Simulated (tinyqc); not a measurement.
Worked calculation: coupled-perturbed Hartree-Fock on RHF in the sto-6g basis, for OH-, spin multiplicity 1. The basis has no diffuse functions, so it cannot describe the extra electron: this is an exercise in the method, not the real anion. Computed by tinyqc, a small Python program that keeps every step (integrals from PySCF). Settings: charge = -1, multiplicity = 1, basis = sto-6g, method = RHF, energy threshold = 1e-10, iteration cap = 87, orthogonalisation = symmetric, start = Wolfsberg-Helmholz matrix, DIIS depth = 6. Command: `OMP_NUM_THREADS=1 python tinyqc.py 25550 25551 out.jsonl` (the two numbers bound the seeds that draw the settings). One thread of a shared host (Intel(R) Xeon(R) Processor @ 2.60GHz), about 0.2 s of CPU time with the checks. The early iterations of the SCF are left out here.

## One-electron integrals

Geometry (angstrom):

| atom | x | y | z |
|---|---|---|---|
| O | 0.000000 | 0.000000 | 0.000000 |
| H | 0.000000 | 0.000000 | 1.187000 |

Basis sto-6g: exponents (1/bohr^2) and contraction coefficients of normalised primitives:

| element | l (shell) | exponent | coefficient |
|---|---|---|---|
| O | s (1) | 1355.584234 | 0.009164 |
| O | s (1) | 248.544885 | 0.049361 |
| O | s (1) | 69.533902 | 0.168538 |
| O | s (1) | 23.886772 | 0.370563 |
| O | s (1) | 9.275933 | 0.416492 |
| O | s (1) | 3.820341 | 0.130334 |
| O | s (2) | 52.187762 | -0.013253 |
| O | s (2) | 10.329320 | -0.046992 |
| O | s (2) | 3.210345 | -0.033785 |
| O | s (2) | 1.235135 | 0.250242 |
| O | s (2) | 0.536420 | 0.595117 |
| O | s (2) | 0.245881 | 0.240706 |
| O | p (3) | 52.187762 | 0.003760 |
| O | p (3) | 10.329320 | 0.037679 |
| O | p (3) | 3.210345 | 0.173897 |
| O | p (3) | 1.235135 | 0.418036 |
| O | p (3) | 0.536420 | 0.425860 |
| O | p (3) | 0.245881 | 0.101708 |
| H | s (1) | 35.523221 | 0.009164 |
| H | s (1) | 6.513144 | 0.049361 |
| H | s (1) | 1.822143 | 0.168538 |
| H | s (1) | 0.625955 | 0.370563 |
| H | s (1) | 0.243077 | 0.416492 |
| H | s (1) | 0.100112 | 0.130334 |

Overlap, kinetic and nuclear-attraction integrals over the contracted functions; the nuclear repulsion is the sum of Za Zb / Rab.

nuclear repulsion = 3.56648499 hartree

overlap S, lower triangle:
```
           1O 1s     1O 2s    1O 2px    1O 2py    1O 2pz     2H 1s
1O 1s   1.000000
1O 2s   0.231145  1.000000
1O 2px  0.000000  0.000000  1.000000
1O 2py  0.000000  0.000000  0.000000  1.000000
1O 2pz  0.000000  0.000000  0.000000  0.000000  1.000000
2H 1s   0.032635  0.339969  0.000000  0.000000  0.306863  1.000000
```

kinetic energy T (hartree), lower triangle:
```
            1O 1s     1O 2s    1O 2px    1O 2py    1O 2pz     2H 1s
1O 1s   29.327197
1O 2s   -0.896024  0.842618
1O 2px   0.000000  0.000000  2.531309
1O 2py   0.000000  0.000000  0.000000  2.531309
1O 2pz   0.000000  0.000000  0.000000  0.000000  2.531309
2H 1s   -0.006487  0.043605  0.000000  0.000000  0.139271  0.768522
```

nuclear attraction V (hartree), lower triangle:
```
             1O 1s      1O 2s     1O 2px     1O 2py     1O 2pz      2H 1s
1O 1s   -61.704126
1O 2s    -6.254328  -9.444736
1O 2px    0.000000   0.000000  -9.419595
1O 2py    0.000000   0.000000   0.000000  -9.419595
1O 2pz   -0.010680  -0.124990   0.000000   0.000000  -9.493819
2H 1s    -1.010116  -2.397359   0.000000   0.000000  -1.930884  -4.754282
```

core Hamiltonian H = T + V (hartree), lower triangle:
```
             1O 1s      1O 2s     1O 2px     1O 2py     1O 2pz      2H 1s
1O 1s   -32.376929
1O 2s    -7.150352  -8.602118
1O 2px    0.000000   0.000000  -6.888287
1O 2py    0.000000   0.000000   0.000000  -6.888287
1O 2pz   -0.010680  -0.124990   0.000000   0.000000  -6.962511
2H 1s    -1.016603  -2.353754   0.000000   0.000000  -1.791613  -3.985760
```

## Two-electron integrals

Functions are numbered as in S; the eight-fold symmetry (ij|kl) = (ji|kl) = (kl|ij) leaves the list below.

Two-electron integrals (ij|kl) in chemists' order, unique and non-zero (hartree):
```
(11|11) 4.787491   (21|11) 0.675884   (21|21) 0.121505   (22|11) 1.117379
(22|21) 0.249212   (22|22) 0.817383   (31|31) 0.025762   (32|31) 0.039145
(32|32) 0.180664   (33|11) 1.117381   (33|21) 0.249212   (33|22) 0.817382
(33|33) 0.880663   (41|41) 0.025762   (42|41) 0.039145   (42|42) 0.180664
(43|43) 0.047461   (44|11) 1.117381   (44|21) 0.249212   (44|22) 0.817382
(44|33) 0.785741   (44|44) 0.880663   (51|51) 0.025762   (52|51) 0.039145
(52|52) 0.180664   (53|53) 0.047461   (54|54) 0.047461   (55|11) 1.117381
(55|21) 0.249212   (55|22) 0.817382   (55|33) 0.785741   (55|44) 0.785741
(55|55) 0.880663   (61|11) 0.101476   (61|21) 0.017500   (61|22) 0.035156
(61|33) 0.035082   (61|44) 0.035082   (61|51) 0.000859   (61|52) 0.001687
(61|55) 0.035305   (61|61) 0.002569   (62|11) 0.267627   (62|21) 0.060628
(62|22) 0.222849   (62|33) 0.219024   (62|44) 0.219024   (62|51) 0.004878
(62|52) 0.037277   (62|55) 0.230499   (62|61) 0.008796   (62|62) 0.078494
(63|31) 0.006454   (63|32) 0.037246   (63|53) 0.007542   (63|63) 0.010572
(64|41) 0.006454   (64|42) 0.037246   (64|54) 0.007542   (64|64) 0.010572
(65|11) 0.203363   (65|21) 0.046688   (65|22) 0.182921   (65|33) 0.174931
(65|44) 0.174931   (65|51) 0.009658   (65|52) 0.065479   (65|55) 0.198902
(65|61) 0.007054   (65|62) 0.078284   (65|65) 0.087639   (66|11) 0.439085
(66|21) 0.101304   (66|22) 0.427758   (66|33) 0.411716   (66|44) 0.411716
(66|51) 0.009652   (66|52) 0.103247   (66|55) 0.459840   (66|61) 0.014808
(66|62) 0.199353   (66|65) 0.226302   (66|66) 0.774999
```

## Orthogonalisation

S = U s U^T; symmetric (Loewdin) form X = U s^(-1/2) U^T, so that X^T S X = 1.

eigenvalues of S: 0.518451  0.844114  1.000000  1.000000  1.132813  1.504622

X, lower triangle:
```
            1O 1s      1O 2s    1O 2px    1O 2py     1O 2pz     2H 1s
1O 1s    1.021508
1O 2s   -0.125095   1.074614
1O 2px   0.000000   0.000000  1.000000
1O 2py   0.000000   0.000000  0.000000  1.000000
1O 2pz  -0.004831   0.047471  0.000000  0.000000   1.041921
2H 1s    0.016847  -0.200639  0.000000  0.000000  -0.177816  1.094000
```

## Starting guess

The start is the generalised Wolfsberg-Helmholz matrix (K = 1.75) built on H; D = 2 C_occ C_occ^T.

D at the start, lower triangle:
```
            1O 1s      1O 2s    1O 2px    1O 2py    1O 2pz     2H 1s
1O 1s    2.088342
1O 2s   -0.379343   1.665976
1O 2px   0.000000   0.000000  2.000000
1O 2py   0.000000   0.000000  0.000000  2.000000
1O 2pz   0.080464  -0.316589  0.000000  0.000000  1.780766
2H 1s   -0.144615   0.444934  0.000000  0.000000  0.258806  0.188358
```

## Iteration 7 (converged): orbitals

converged F (hartree), lower triangle:
```
             1O 1s      1O 2s    1O 2px    1O 2py     1O 2pz     2H 1s
1O 1s   -19.726222
1O 2s    -4.792547  -1.695017
1O 2px    0.000000   0.000000  0.199417
1O 2py    0.000000   0.000000  0.000000  0.199417
1O 2pz   -0.016676   0.000283  0.000000  0.000000   0.513850
2H 1s    -0.683466  -0.493723  0.000000  0.000000  -0.269560  0.038126
```

Diagonalise F' = X^T F X, C = X C', fill 5 alpha and 5 beta electrons from the bottom; D = 2 C_occ C_occ^T. Each column has its largest component positive (the first on a tie).

F' = X^T F X (hartree), lower triangle:
```
            1          2         3         4          5         6
1  -19.406772
2   -2.468672  -0.790927
3    0.000000   0.000000  0.199417
4    0.000000   0.000000  0.000000  0.199417
5   -0.040515   0.126028  0.000000  0.000000   0.664199
6   -0.078003  -0.341245  0.000000  0.000000  -0.447094  0.316989
```

orbital energies (hartree): MO1 -19.729353, MO2 -0.588953, MO3 0.072695, MO4 0.199417, MO5 0.199417, MO6 1.029101

coefficients C:
```
              MO1        MO2        MO3        MO4       MO5        MO6
1O 1s    0.996820  -0.235977   0.079487   0.000000  0.000000  -0.061489
1O 2s    0.013806   0.942300  -0.435697   0.000000  0.000000   0.367425
1O 2px   0.000000   0.000000   0.000000  -0.596010  0.802977   0.000000
1O 2py   0.000000   0.000000   0.000000   0.802977  0.596010   0.000000
1O 2pz   0.001626   0.011714   0.498485   0.000000  0.000000   0.933203
2H 1s   -0.002819   0.192729   0.748492   0.000000  0.000000  -0.819512
```

D after iteration 7, lower triangle:
```
            1O 1s      1O 2s    1O 2px    1O 2py    1O 2pz     2H 1s
1O 1s    2.111305
1O 2s   -0.486462   2.155903
1O 2px   0.000000   0.000000  2.000000
1O 2py   0.000000   0.000000  0.000000  2.000000
1O 2pz   0.076960  -0.412255  0.000000  0.000000  0.497254
2H 1s    0.022412  -0.289092  0.000000  0.000000  0.750730  1.194785
```

Within a degenerate level the vectors are fixed only up to a rotation; this is one choice.

## Convergence

Stop when the energy changes by less than 1e-10 hartree and every element of the error matrix X^T (F D S - S D F) X is below 3e-06.

Course of the cycle:

| iteration | E (hartree) | change | largest element of the error matrix |
|---|---|---|---|
| 1 | -74.24613524 | - | 6.30e-01 |
| 2 | -74.77141166 | -5.25e-01 | 8.67e-02 |
| 3 | -74.77849283 | -7.08e-03 | 1.75e-02 |
| 4 | -74.77871776 | -2.25e-04 | 5.71e-04 |
| 5 | -74.77871795 | -1.90e-07 | 1.60e-05 |
| 6 | -74.77871795 | -1.91e-10 | 6.60e-07 |
| 7 | -74.77871795 | -3.69e-13 | 1.22e-10 |

PySCF RHF in the same basis = -74.77871795 hartree

Converged in 7 iterations.

## Populations, bond orders and dipole

Mulliken: Z minus the diagonal of D S on the atom; Loewdin: the same with S^(1/2) D S^(1/2); Mayer order: 2 sum_s sum (D(s) S)_ij (D(s) S)_ji over the two atoms.

Charges (e):

| atom | Mulliken | Loewdin |
|---|---|---|
| 1O | -0.672395 | -0.684565 |
| 2H | -0.327605 | -0.315435 |

Mayer bond orders:

| pair | order |
|---|---|
| 2-1 | 0.892675 |

dipole moment about the origin, x y z (debye): 0.000000  0.000000  -1.261232

## Integrals over molecular orbitals

(pq|rs) = sum C_ip C_jq C_kr C_ls (ij|kl), one index at a time.

one-electron integrals over orbitals h = C^T H C (hartree), lower triangle:
```
            1          2          3          4          5          6
1  -32.363940
2    0.616151  -7.183311
3   -0.204457   0.709468  -5.174600
4    0.000000   0.000000   0.000000  -6.888287
5    0.000000   0.000000   0.000000   0.000000  -6.888287
6    0.163146  -0.807098  -1.525886   0.000000   0.000000  -5.730004
```

Two-electron integrals over orbitals (pq|rs), unique and non-zero (hartree):
```
(11|11) 4.763194    (21|11) -0.457656   (21|21) 0.070486    (22|11) 1.063041
(22|21) -0.019291   (22|22) 0.738791    (31|11) 0.157922    (31|21) -0.024217
(31|22) 0.008362    (31|31) 0.015839    (32|11) -0.187097   (32|21) 0.007186
(32|22) -0.062486   (32|31) 0.009479    (32|32) 0.126617    (33|11) 0.708310
(33|21) -0.006039   (33|22) 0.581670    (33|31) -0.000856   (33|32) 0.014998
(33|33) 0.622018    (41|41) 0.026671    (42|41) 0.034173    (42|42) 0.157818
(43|41) -0.010744   (43|42) -0.043006   (43|43) 0.031567    (44|11) 1.117090
(44|21) -0.012325   (44|22) 0.769721    (44|31) 0.004091    (44|32) -0.099504
(44|33) 0.562727    (44|44) 0.880663    (51|51) 0.026671    (52|51) 0.034173
(52|52) 0.157818    (53|51) -0.010744   (53|52) -0.043006   (53|53) 0.031567
(54|54) 0.047461    (55|11) 1.117090    (55|21) -0.012325   (55|22) 0.769721
(55|31) 0.004091    (55|32) -0.099504   (55|33) 0.562727    (55|44) 0.785741
(55|55) 0.880663    (61|11) -0.124491   (61|21) 0.019806    (61|22) -0.002502
(61|31) 0.005918    (61|32) 0.021391    (61|33) -0.006362   (61|44) -0.003185
(61|55) -0.003185   (61|61) 0.027134    (62|11) 0.166702    (62|21) -0.004785
(62|22) 0.085755    (62|31) 0.016456    (62|32) 0.048065    (62|33) 0.001652
(62|44) 0.089250    (62|55) 0.089250    (62|61) 0.022831    (62|62) 0.110208
(63|11) 0.302763    (63|21) -0.004160   (63|22) 0.148870    (63|31) -0.002983
(63|32) -0.112324   (63|33) 0.000589    (63|44) 0.175878    (63|55) 0.175878
(63|61) -0.008724   (63|62) 0.024312    (63|63) 0.182508    (64|41) 0.007977
(64|42) 0.032442    (64|43) 0.013749    (64|64) 0.037836    (65|51) 0.007977
(65|52) 0.032442    (65|53) 0.013749    (65|65) 0.037836    (66|11) 0.944160
(66|21) -0.011083   (66|22) 0.675649    (66|31) 0.011072    (66|32) 0.008040
(66|33) 0.621168    (66|44) 0.668168    (66|55) 0.668168    (66|61) 0.009141
(66|62) 0.081050    (66|63) 0.068194    (66|66) 0.711048
```

## Response to a field: uncoupled start

dipole integrals <a|y|i> (bohr):
```
          i1        i2        i3        i4        i5
a6  0.000000  0.000000  0.000000  0.043089  0.031983
```

Field along y; U_ai = -mu_ai / (e_a - e_i), alpha = -4 sum U_ai mu_ai.

uncoupled U:
```
          i1        i2        i3         i4         i5
a6  0.000000  0.000000  0.000000  -0.051934  -0.038548
```

uncoupled polarisability = 0.013883 bohr^3

## Coupled step 1

U_ai = -(mu_ai + sum_bj [4 (ai|bj) - (ab|ij) - (aj|bi)] U_bj) / (e_a - e_i); alpha = -4 sum U_ai mu_ai.

U after step 1:
```
          i1        i2        i3         i4         i5
a6  0.000000  0.000000  0.000000  -0.086654  -0.064319
```

polarisability = 0.023164 bohr^3

## Coupled step 2

As before.

U after step 2:
```
          i1        i2        i3         i4         i5
a6  0.000000  0.000000  0.000000  -0.109864  -0.081547
```

polarisability = 0.029368 bohr^3

## Coupled polarisability

Repeat until U stops changing; compare with -d2E/dF2.

Course of the coupled iterations:

| step | alpha (bohr^3) |
|---|---|
| 0 | 0.013883 |
| 1 | 0.023164 |
| 2 | 0.029368 |
| 3 | 0.033516 |
| 4 | 0.036289 |
| 5 | 0.038143 |
| 6 | 0.039382 |
| 7 | 0.040211 |
| 8 | 0.040764 |
| 9 | 0.041135 |
| 10 | 0.041382 |
| 11 | 0.041548 |
| ... | ... |
| 28 | 0.041881 |
| 29 | 0.041881 |
| 30 | 0.041881 |
| 31 | 0.041881 |
| 32 | 0.041881 |
| 33 | 0.041881 |
| 34 | 0.041881 |
| 35 | 0.041881 |
| 36 | 0.041881 |
| 37 | 0.041881 |
| 38 | 0.041881 |
| 39 | 0.041881 |

coupled polarisability = 0.041881 bohr^3

finite-field check, fields of +/-0.001 au = 0.041882 bohr^3
